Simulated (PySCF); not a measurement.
Compound: C₄H₁₁PS.
Cartesian coordinates in Å at the PBE0-D3(BJ)/def2-SVP level; atoms count from 1:
```xyz
17
C4H11PS angstrom
C     -0.6099    1.2451    0.8177
C     -0.5484    0.3231   -0.3945
C     -1.7924   -0.5503   -0.5041
C      0.7094   -0.5477   -0.3942
P      2.2699    0.4107   -0.4558
S      2.3643    1.8324   -1.7752
H     -1.5369    1.8380    0.8080
H     -0.5898    0.6733    1.7608
H      0.2286    1.9594    0.8257
H     -0.4867    0.9591   -1.2954
H     -1.7638   -1.1826   -1.4048
H     -2.7018    0.0676   -0.5568
H     -1.8920   -1.2142    0.3708
H      0.7544   -1.2007    0.4966
H      0.7240   -1.1978   -1.2844
H      3.2423   -0.6276   -0.5486
H      2.4760    0.7879    0.9038
```

All values: PBE0/def2-SVPD (PySCF, non-relativistic), on one gas-phase PBE0-D3(BJ)/def2-SVP geometry that isn't relaxed in the solvent. The solvent is an IEF-PCM continuum (Bondi radii, 1.10 Å for H, scaled by 1.2), and excitations are vertical TDDFT with non-equilibrium linear response and a frozen core. The model holds no explicit solvent molecules, cavitation or dispersion.

Gas-phase singlets (H = HOMO, L = LUMO):

```csv
state,E (eV),λ (nm),f,leading configuration
S1,5.462,227,0.015,H→L 76%
S2,5.481,226,0.013,H-1→L 80%
S3,5.742,216,0.019,H-1→L+1 71%
S4,5.832,213,0.048,H→L+1 66%
S5,5.943,209,0.004,H→L+2 90%
```

**Question.** How does the list change in chloroform (ε = 4.711)?

**Answer.** 
| state | E (eV) | λ (nm) | f | leading configuration | change by rank (eV) |
| --- | --- | --- | --- | --- | --- |
| S1 | 5.737 | 216 | 0.036 | H→L 82% | +0.275 |
| S2 | 5.770 | 215 | 0.035 | H-1→L 79% | +0.289 |
| S3 | 6.032 | 206 | 0.017 | H-1→L+1 76% | +0.290 |
| S4 | 6.095 | 203 | 0.078 | H→L+1 79% | +0.263 |
| S5 | 6.232 | 199 | 0.002 | H→L+2 91% | +0.289 |

**Question.** The ground-state energy changes by -0.244 eV from gas to chloroform. By how much does the total energy of gas-phase S4 change?

**Answer.** E(S4) = E(S0) + excitation energy, so it changes by -0.244 + 0.263 = +0.019 eV: it isn't lowered at all, while the ground state is. This is the vertical state, with the slow part of the continuum still set for S0.

**Question.** How do the frontier levels move from gas to chloroform?

**Answer.** 
```
orbital  gas (eV)  solvent (eV)  change (eV)
 LUMO+2      0.64          0.78        +0.14
 LUMO+1      0.36          0.44        +0.08
   LUMO      0.04          0.27        +0.23
   HOMO     -6.67         -6.86        -0.19
 HOMO-1     -6.70         -6.90        -0.20
 HOMO-2     -9.41         -9.17        +0.24
 HOMO-3     -9.70         -9.45        +0.25
```

The HOMO–LUMO gap goes from 6.71 to 7.13 eV.

On one thread, Arm Neoverse V2 (aarch64) (shared host), this took 31 s and 0.97 GiB of memory at its peak. This is the whole response run at PBE0/def2-SVPD in chloroform, SCF included.
